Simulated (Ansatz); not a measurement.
# H8Si2: the cost of one run

All numbers below are computed with Ansatz 0.2.0 (UKS B3LYP/STO-3G).

## (1) The system as given

Bond lengths: Si1–H3 1.472 Å, Si1–H4 1.470 Å, Si1–H5 1.470 Å, Si1–Si7 2.588 Å, Si7–H8 1.472 Å, Si7–H9 1.468 Å, Si7–H10 1.470 Å. Angles: H3–Si1–H4 103.9°, H3–Si1–H5 104.0°, H3–Si1–Si7 116.6°, H4–Si1–H5 112.5°, H4–Si1–Si7 110.7°, H5–Si1–Si7 109.0°, Si1–Si7–H8 116.7°, Si1–Si7–H9 108.0°, Si1–Si7–H10 111.1°, H8–Si7–H9 104.4°, H8–Si7–H10 104.0°, H9–Si7–H10 112.6°.

Structure file:

```xyz
10

Si   -0.3748   -1.1660   -0.5353
H     1.1214   -0.7418    0.5287
H    -1.5357   -1.5221   -1.3673
H     0.7797   -1.5524   -1.3583
H    -0.5216   -2.0085    0.6602
H     1.2010    0.1872    0.7975
Si   -0.1882    1.3092    0.1957
H    -1.2442    2.2195   -0.2773
H    -0.2920    1.3583    1.6596
H     1.0543    1.9165   -0.3035
```

## (2) Run 1

150 steps of 0.5 fs at constant energy, with velocities drawn for 300 K.

File input.yaml:

```yaml
crystal:
  periodic: [false, false, false]
  atoms:
    - { symbol: Si, position_ang: [-0.3748, -1.166, -0.5353] }
    - { symbol: H, position_ang: [1.1214, -0.7418, 0.5287] }
    - { symbol: H, position_ang: [-1.5357, -1.5221, -1.3673] }
    - { symbol: H, position_ang: [0.7797, -1.5524, -1.3583] }
    - { symbol: H, position_ang: [-0.5216, -2.0085, 0.6602] }
    - { symbol: H, position_ang: [1.201, 0.1872, 0.7975] }
    - { symbol: Si, position_ang: [-0.1882, 1.3092, 0.1957] }
    - { symbol: H, position_ang: [-1.2442, 2.2195, -0.2773] }
    - { symbol: H, position_ang: [-0.292, 1.3583, 1.6596] }
    - { symbol: H, position_ang: [1.0543, 1.9165, -0.3035] }
magnetization:
  spin_polarized: true
basis:
  gaussian: { orbitals: STO-3G }
hamiltonian:
  xc: b3lyp
md:
  timestep: 0.5
  n_steps: 150
  ensemble: nve
  temperature: 300.0
  initial_velocities: maxwell_boltzmann
  seed: 662639
```

Launch:

```
ansatz run input.yaml --threads 1 --pin off --max-ram 2048MiB --backend cpu --events-out ev --progress --plain --runs-dir out
```

What time and memory should one allow on 1 thread of Intel Xeon Platinum 8488C (Sapphire Rapids), shared host?

About 3.2 min, with a peak of 0.12 GiB.
